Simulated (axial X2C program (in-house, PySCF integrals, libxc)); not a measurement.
# Worked dissociation energy of Al₂⁺: MP2, without spin–orbit coupling

Calculated with an axial X2C code built on PySCF integrals. Spin-free means the one-electron spin-free X2C Hamiltonian. Basis: Al dyall-v3z [8s8p2d1f] (cores contracted in-house); Gaussian nuclei, density fitting, unrestricted open shells. Masses: Al 26.982 u.

Molecular state: M_S = 1/2, Λ = 0 (beyond evenly filled blocks: σα).

Correlated methods: 5 electrons correlated (number of frozen shells: Al 2 s, 1 p), 143 virtual spin orbitals or spinors in MP2.

* E(Al+) (2M_S = 0, M_L = 0): -242.140155 hartree
* E(Al) (2M_S = 1, M_L = 0): -242.353968 hartree
* E(Al₂⁺) at Re: -484.543590 hartree
* ωe: 162.2 cm⁻¹
* ωexe: 0.803 cm⁻¹

Problem. Work out De and D0.

Solution. De = -242.140155 + (-242.353968) − (-484.543590) = 0.04947 hartree = 1.346 eV. The zero-point energy is ωe/2 − ωexe/4 = 81 cm⁻¹ = 0.010 eV, so D0 = 1.336 eV.

Occupations by symmetry block were frozen at the best pattern of an incomplete PBE0 search. Dissociation energies refer to the lowest single-determinant-based atoms at the same level and basis.

Each atomic determinant is the lowest at this level and need not be a pure term. Totals compare only within one Hamiltonian and basis.
